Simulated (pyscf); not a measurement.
:HSi–PH₂ [singlet] + PH₃ → HP=SiH–PH₂ + hydrogen (H₂), a concerted two-bond exchange (singlet surface; H–P, H–P broken, P–Si, H–H formed). Structures and frequencies: ωB97X-D3(BJ)/def2-SVP in PySCF. Energies in kcal/mol from the separated reactants.

Small-basis levels: PySCF, no dispersion term, spherical d functions. AM1 to PM7: differences of heats of formation from MOPAC, which are fitted to 298 K values and so differ in kind from electronic energies by zero-point and thermal terms. GFN2-xTB: tblite. Cost: rough CPU time at the saddle relative to B3LYP/6-31G*, from one job on a shared machine.

| level | barrier | reaction energy | cost |
|---|---|---|---|
| HF/STO-3G | 63.3 | +7.5 | 0.06 |
| MP2/6-31G* | 25.3 | -20.2 | 0.1 |
| SVWN5/6-31G* | 0.0 | -17.7 | 1 |
| PBE/6-31G* | 12.0 | -16.2 | 2 |
| B3LYP/STO-3G | 22.4 | -12.6 | 0.6 |
| B3LYP/3-21G | 21.6 | -12.0 | 0.7 |
| B3LYP/LANL2DZ | 23.5 | -12.4 | 0.6 |
| B3LYP/6-31G* | 25.3 | -11.5 | 1 |
| B3LYP/def2-SVP | 23.3 | -10.0 | 1 |
| GFN2-xTB | 26.9 | -1.4 | under 0.02 |
| AM1 | 26.0 | -29.3 | under 0.02 |
| PM7 | 1.7 | -90.8 | under 0.02 |
| ωB97M-D3(BJ)/def2-TZVP | 24.2 | -12.5 | – |

Against the last row the barrier runs from -24.2 (SVWN5/6-31G*) to +39.1 kcal/mol (HF/STO-3G). ωB97M-D3(BJ)/def2-TZVP has limits of its own. On the reactant side the descent ends in an adduct with a P–Si contact, 26.2 kcal/mol under the separated species and 45.2 kcal/mol under the saddle at ωB97X-D3(BJ)/def2-TZVP. What is counted as formed (P–Si) is already present as a longer contact in the reactant adduct; forming that adduct is a step of its own. At ωB97X-D3(BJ)/def2-TZVP the barrier from the zero used here is 19.0 kcal/mol. The same reactants have a lower exit, to H₂P–SiH₂–PH₂ (barrier +4.0 kcal/mol at ωB97M-D3(BJ)/def2-TZVP, against +24.2 kcal/mol here). :HSi–PH₂ [singlet] lies 11.4 kcal/mol over its isomer H₂Si=PH (electronic energy, ωB97M-D3(BJ)/def2-TZVP). HP=SiH–PH₂ lies 15.9 kcal/mol over its isomer cyclic H₄P₂Si (SMILES [SiH2]1PP1) (electronic energy, ωB97M-D3(BJ)/def2-TZVP). This is the saddle that the search found; another between the same sides may lie lower.
